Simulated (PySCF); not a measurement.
# How methods differ on the ionisation energy of Si

Si [Ne] 3s2 3p2 (3P) → Si+ [Ne] 3s2 3p1 (2P), as a difference of total energies. All numbers are calculated (PySCF 2.14, no relativity, point nucleus, in cc-pV(D+d)Z (4s3p2d, 23 functions)). Correlated levels: valence: [Ne] frozen. The calculations carry no spin-orbit coupling.

```tsv
method	ionisation energy (eV)	error (eV)
UHF	7.641	-0.516
TPSS	8.211	+0.054
MN15	8.069	-0.088
MP2 (valence)	7.921	-0.236
SCS-MP2 (valence)	7.848	-0.309
CCSD (valence)	7.942	-0.215
CCSD(T) (valence)	7.953	-0.204
```

Reference: 8.157 eV (measured; NIST levels, between the centres of gravity of the two terms).

Errors of the correlated levels include the incompleteness of this basis and the frozen core.
